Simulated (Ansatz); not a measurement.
Geometry optimisation, Ansatz 0.2.0, RHF/def2-SVP.

Input file:

```yaml
crystal:
  periodic: [false, false, false]
  atoms:
    - { symbol: Al, position_ang: [0.330257, -0.078818, 0.003765] }
    - { symbol: "N", position_ang: [0.92437, -0.065477, 1.737306] }
    - { symbol: H, position_ang: [0.516618, -0.206381, 2.641643] }
    - { symbol: H, position_ang: [1.904796, 0.124319, 1.819966] }
    - { symbol: H, position_ang: [1.779038, 0.24411, -0.407322] }
    - { symbol: O, position_ang: [-1.136856, -0.333086, -0.755527] }
    - { symbol: H, position_ang: [-2.024822, -0.531367, -0.524931] }
basis:
  gaussian: { orbitals: def2-SVP }
hamiltonian:
  xc: hf
relax:
  f_tol: 0.03
  max_steps: 50
output:
  orbitals: {}
```

Run as:

```bash
$ ansatz run input.yaml --threads 1 --pin off --max-ram 2048MiB --backend cpu --events-out ev --progress --plain --runs-dir out
```

Task: Where does it end, and by what steps?

Result: The run converged. After 6 steps the energy has fallen by 0.701 eV; H5 moved furthest, 0.61 Å.

| step | energy less start (eV) | largest force component (eV/Å) | accepted |
| --- | --- | --- | --- |
| 0 | 0.0000 | 2.285 | yes |
| 1 | -0.4102 | 1.174 | yes |
| 2 | -0.6151 | 0.593 | yes |
| 3 | -0.6893 | 0.338 | yes |
| 4 | -0.6958 | 0.315 | yes |
| 5 | -0.7011 | 0.052 | yes |
| 6 | -0.7015 | 0.014 | yes |

```xyz
7
Properties=species:S:1:pos:R:3
Al 0.548 -0.035 0.008
N 0.880 -0.077 1.743
H 0.216 -0.259 2.470
H 1.784 0.083 2.147
H 1.703 0.266 -1.009
O -0.998 -0.314 -0.606
H -1.840 -0.510 -0.238
```

Whether the end is a true minimum wasn't checked by a vibrational analysis.

The run took 7 s on 1 thread of Arm Neoverse V1, with other jobs on the host, peak memory 0.12 GiB.
